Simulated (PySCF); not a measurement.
First SCF of a structure search on singlet Si(OH)2, at a hand-made PBE0 minimum (heavy-atom frame) geometry. PySCF input:

```python
from pyscf import gto, scf, dft
mol = gto.M(atom='''
Si    -0.589210     0.000000    -0.000000
O      0.508960     1.252940     0.000000
O      0.508960    -1.252940    -0.000000
H      0.100620     2.125320    -0.000000
H      0.100620    -2.125320     0.000000''',
    basis={'Si': 'def2-SVP', 'O': 'def2-SVP', 'H': 'def2-SVP'},
    charge=0, spin=0)
mf = dft.RKS(mol, xc='PBE0')
mf.grids.atom_grid = (50, 194)
aux = {'Si': 'def2-universal-JKFIT', 'O': 'def2-universal-JKFIT', 'H': 'def2-universal-JKFIT'}
mf = mf.density_fit(auxbasis=aux)
mf.conv_tol = 1e-08
mf.diis_space = 10
mf.max_cycle = 60
mf.init_guess = 'minao'
mf.verbose = 4
mf.kernel()
```

Excerpt of the output (cycles and frontier levels):

```
init E= -440.826128074655
  HOMO = -0.268180915123643  LUMO = -0.0842006763941217  gap/eV = 5.00636
cycle= 1 E= -440.516599663055  delta_E= 0.31  |g|= 0.973  |ddm|= 2.18
  HOMO = -0.156258974315198  LUMO = 0.000807269279657241  gap/eV = 4.27399
cycle= 2 E= -440.071451743914  delta_E= 0.445  |g|= 1.75  |ddm|= 1.83
  HOMO = -0.240441385246062  LUMO = -0.0299081532660654  gap/eV = 5.72890
cycle= 3 E= -440.700471759727  delta_E= -0.629  |g|= 0.0678  |ddm|= 1.27
  HOMO = -0.253941150132843  LUMO = -0.0393276042535313  gap/eV = 5.83993
cycle= 4 E= -440.701776666434  delta_E= -0.0013  |g|= 0.02  |ddm|= 0.124
  HOMO = -0.24986972177881  LUMO = -0.0350545763680548  gap/eV = 5.84542
cycle= 5 E= -440.701881501555  delta_E= -0.000105  |g|= 0.00263  |ddm|= 0.0325
  HOMO = -0.249707765565013  LUMO = -0.0350413112982784  gap/eV = 5.84137
cycle= 6 E= -440.701883207185  delta_E= -1.71e-06  |g|= 0.000164  |ddm|= 0.00245
  HOMO = -0.249765953914718  LUMO = -0.0350857143451151  gap/eV = 5.84175
cycle= 7 E= -440.701883220032  delta_E= -1.28e-08  |g|= 4.32e-05  |ddm|= 0.000461
  HOMO = -0.249766155123262  LUMO = -0.0350865814558543  gap/eV = 5.84173
cycle= 8 E= -440.701883220442  delta_E= -4.09e-10  |g|= 5.71e-06  |ddm|= 5.74e-05
  HOMO = -0.249765204587649  LUMO = -0.0350863580672818  gap/eV = 5.84171
Extra cycle  E= -440.701883220441  delta_E= 9.09e-13  |g|= 7.3e-06  |ddm|= 9.96e-06
converged SCF energy = -440.701883220441
```

No lower solution of this spin was found by a stability analysis within the restricted form, which does not test spin polarisation.

The search for the lowest solution, with the stability check, took 1.6 s on 2 threads of a shared Arm Neoverse V1 host, with 56 basis functions; the process peaked at 0.29 GiB. Launch command: `OMP_NUM_THREADS=2 python axn.py task.json out`.
